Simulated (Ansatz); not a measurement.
Species: O2 (charge 0, triplet). 
Coordinates optimised at B3LYP-D3(BJ)/def2-TZVP (Ansatz, an electronic-structure program):
SMILES: O=O
```xyz
2

O      0.0000     0.0000    -0.6021
O      0.0000     0.0000     0.6021
```
Charge 0, spin multiplicity 3.

Property: vertical electron affinity (to the doublet state of charge -1; a negative value means that the extra electron is unbound and the number depends on the basis; each state is the SCF solution reached for its spin), in eV. Correlated levels leave the core frozen unless marked. Open shells are spin-unrestricted. No spin-orbit coupling. No relativistic terms. Anions need diffuse functions: aug- sets have them; def2-D sets add few. CBS marks a two-point X^-3 extrapolation of the correlation energy; Hartree-Fock from the larger set.

CCSD(T)/CBS(aug-cc-pVTZ,aug-cc-pVQZ) (Ansatz) gives -0.10 eV.

### Question
Another calculation gave -0.13 eV. Which level was it?
A. r2SCAN/def2-TZVPD (Ansatz)
B. BHLYP/def2-TZVPD (Ansatz)
C. SVWN5/def2-TZVPD (Ansatz)

### Answer
B, BHLYP/def2-TZVPD (Ansatz). The others give 0.08 (SVWN5), -0.31 (r2SCAN) eV.
